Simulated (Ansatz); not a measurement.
# AlNH+ (triplet): wave-function methods side by side, cc-pVDZ

Aim: climb from Hartree-Fock through coupled cluster for AlNH+ (triplet) at one geometry and basis, and see what each rung misses.

Computed with Ansatz 0.2.0, Gaussian basis. Level: cc-pVDZ, core rule «outside noble gas», up to 6 orbitals frozen.

The runs, in order: UHF; CCSD(T) on ROHF; CCSD(T) on UHF; BCCD(T) on ROHF; CISD; CCSDT(Q) on ROHF; CCSDT(Q) on UHF; CCSDTQ on ROHF; CCSDTQ on UHF.

7 further runs of the same task are left out: 4 for a known fault of the program, 3 set aside as unsound or not needed.

## Step 1: The geometry

The geometry is a PBE0/def2-TZVP stationary point (not a proven minimum) of the parent state, kept for this charge and spin.

3 atoms, charge 1, spin multiplicity 3.

Atoms are counted from 1 here; the program's logs count them from 0.

Bond lengths: Al1–N2 1.909 Å, N2–H3 1.029 Å. Angles: Al1–N2–H3 108.4°.

## Step 2: UHF

File in.yaml:

```yaml
crystal:
  periodic: [false, false, false]
  atoms:
    - {symbol: Al, position_ang: [0.000000, -0.031887, 0.689947]}
    - {symbol: N, position_ang: [0.000000, 0.120874, -1.212902]}
    - {symbol: H, position_ang: [0.000000, -0.826124, -1.614269]}
basis:
  gaussian: {orbitals: cc-pVDZ}
total_charge: 1
magnetization: {spin_polarized: true, initial_magnetization: 2}
hamiltonian: {xc: hf}
output: {orbitals: {seedname: orbitals}}
```

Command:

```sh
$ ansatz run in.yaml --threads 1 --pin off --events-out ev --progress --plain --max-ram 4096MiB --backend cpu
```

The runs that follow: CCSD(T) on ROHF; CCSD(T) on UHF; BCCD(T) on ROHF; CISD; CCSDT(Q) on ROHF; CCSDT(Q) on UHF; CCSDTQ on ROHF; CCSDTQ on UHF.

**Question.** What will the summary of the whole plan be? Wanted: UCCSDTQ below the RHF energy; RMP2 from UCCSDTQ; UMP2 from UCCSDTQ; RCCSD from UCCSDTQ; RCCSD(T) from UCCSDTQ; UCCSD(T) from UCCSDTQ; RCCSDT(Q) from UCCSDTQ; UCCSDT(Q) from UCCSDTQ; T1 diagnostic.

**Answer**, as computed:

| quantity | value |
| --- | --- |
| UCCSDTQ below the RHF energy | -5.5062 eV |
| RMP2 from UCCSDTQ | +816.6 meV |
| UMP2 from UCCSDTQ | +1009.0 meV |
| RCCSD from UCCSDTQ | +197.1 meV |
| RCCSD(T) from UCCSDTQ | +40.0 meV |
| UCCSD(T) from UCCSDTQ | +41.9 meV |
| RCCSDT(Q) from UCCSDTQ | +0.8 meV |
| UCCSDT(Q) from UCCSDTQ | -0.9 meV |
| levels within 1 kcal/mol (43 meV) | RCCSD(T), UCCSD(T), BCCD(T), RCCSDT, UCCSDT, RCCSDT(Q), UCCSDT(Q), RCCSDTQ |
| T1 diagnostic | 0.037 |

**Reading.** RCCSD(T) misses by +40.0 meV, 0.7 % of the correlation energy. Coupled cluster took another determinant than the lowest Hartree-Fock one. These misses are within one basis, not against nature; the frozen cores of restricted and unrestricted runs differ, which can shift their rows.
